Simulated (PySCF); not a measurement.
# Core-level binding energies of sodium chloride

Species: sodium chloride, NaCl.
Bonds: Na1–Cl2.

Computed with PySCF 2.14.0, delta-SCF UKS SCAN, pcX-2 on the ionised atom, pcseg-1 elsewhere, spin-free X2C. These are vertical core ionisation energies against the vacuum level, from separate self-consistent calculations with and without the core hole.

Problem. Give the core binding energies atom by atom.

Solution. 
```tsv
atom(s)	environment	level	binding energy (eV)	2p1/2 (eV)	count
Cl2	chlorine bonded to Na	Cl 2p3/2	202.61	204.27	1
Na1	sodium bonded to Cl	Na 1s	1080.21	–	1
Cl2	chlorine bonded to Na	Cl 1s	2825.23	–	1
```

Problem. Which photon wavelength matches the Cl 2p3/2 of Cl2 threshold?

Solution. λ = hc/E = 12398.42 eV Å / 202.61 eV = 61.194 Å.

The 2p values aren't plain energy differences: one relaxed spin-free 2p hole is combined with a matrix within the shell (ground-state 2p orbital-energy differences and spin–orbit coupling). 2p3/2, the mean of its two sublevels, lies a third of the splitting below the shell's mean and 2p1/2 two thirds above it; the statistical areas are 2:1. 2p1/2 minus 2p3/2 (ligand field included): Cl 1.65 eV. Geometry: PBE0-D3(BJ)/def2-SVP; no solvent, vibrations or thermal averaging.
